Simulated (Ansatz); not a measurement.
Compare A (`C=CCCF`) with its isomer B (`CC(C)=CF`).

Program: Ansatz. Geometries: PBE0-D4/def2-TZVP. ΔE: electronic, gas phase. CBS: MP2 limit from def2 TZ/QZ plus the TZ coupled-cluster correction, frozen cores. Functionals use def2-TZVPP. B3LYP here is the variant with VWN-RPA as its local correlation; programs differ in this. One conformer a species, not always the lowest.

Q: Which isomer does CCSD(T)/CBS put lower? Give the gap. (Best estimate.)

A: Ansatz gave: B, by 4.2 kcal/mol.

Q: Give E(B) − E(A) in kcal/mol with B2PLYP, HF/def2-TZVPP, B3LYP, MP2/def2-TZVPP, PBE-D4, CCSD(T)/def2-TZVPP, PBE0-D4. (Best estimate.)

A: Ansatz gave: B2PLYP -4.8, HF/def2-TZVPP -2.1, B3LYP -5.0, MP2/def2-TZVPP -5.0, PBE-D4 -6.9, CCSD(T)/def2-TZVPP -4.3, PBE0-D4 -6.2. None reverses the order clearly.

Largest T1 diagnostic: 0.011.

In def2-TZVPP, CCSD(T) changes the Hartree–Fock value by −2.2 kcal/mol (the triples alone add −0.4 kcal/mol) and MP2 by −2.8 kcal/mol.
